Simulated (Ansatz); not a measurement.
Process, species as SMILES: FB(F)F → F[B]F + F atom
B3LYP-D3(BJ)/def2-TZVP geometries, fixed; electronic energies without zero-point terms.

Basis-set convergence of the bond dissociation energy at PBE with Ansatz (a quantum-chemistry and plane-wave program). Cartesian d functions, on some or all atoms, in 6-31+G*; all else is spherical. The program fits the integrals of some runs and decomposes those of others, by size. Open shells are unrestricted. No added dispersion term, no relativity. Functions are those of the species that has most. Reference: the value in pcseg-4, 171.00 kcal/mol, itself unsure by roughly 0.12 kcal/mol (its mean distance from aug-pcseg-3, aug-cc-pVQZ, cc-pV5Z). Deviations are taken from unrounded values.

| basis | functions | bond dissociation energy (kcal/mol) | minus reference (kcal/mol) |
|---|---|---|---|
| pcseg-0 | 36 | 169.31 | -1.70 |
| cc-pVDZ | 56 | 172.66 | 1.66 |
| 6-31+G* | 76 | 169.41 | -1.59 |
| 6-311+G** | 88 | 167.88 | -3.12 |
| def2-SVPD | 89 | 171.33 | 0.33 |
| aug-pcseg-1 | 92 | 170.38 | -0.63 |
| pcseg-2 | 120 | 171.40 | 0.40 |
| jun-cc-pV(T+d)Z | 156 | 170.70 | -0.30 |
| def2-TZVPPD | 157 | 170.58 | -0.42 |
| aug-cc-pVTZ | 184 | 170.82 | -0.18 |
| aug-pcseg-2 | 184 | 171.29 | 0.28 |
| aug-cc-pVQZ | 320 | 171.09 | 0.09 |
| aug-pcseg-3 | 340 | 171.07 | 0.07 |

The smallest set listed that lies within 1 kcal/mol of the reference with all its larger relatives (same family, alike in diffuse functions; a set with none counts only in the reference's own line) is def2-SVPD (89 functions, 0.33 kcal/mol off). (Relatives not listed, tested too: def2-TZVPD -0.42, pcseg-3 0.14, def2-QZVPPD -0.17, pcseg-4 0.00 kcal/mol.)
